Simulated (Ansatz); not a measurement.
# LO phonon frequency at L of grey tin (α-Sn) at several levels of theory

No measured value is used here.

```
level (code)     value (cm⁻¹)  cell (Å³/atom)
---------------  ------------  --------------
LDA (Ansatz)              159           33.89
PBE (Ansatz)              145           36.84
PBEsol (Ansatz)           154           34.94
r²SCAN (Ansatz)           157           35.38
```

LDA, PBE, PBEsol, r²SCAN: the solid has no gap at this level, which affects its response. Each level is taken at its own relaxed cell. Cutoffs differ between the levels. Ansatz's density-functional and Hartree–Fock values are scalar-relativistic unless marked +SOC, with PAW data made under PBE.

Ansatz is a program for electronic structure.
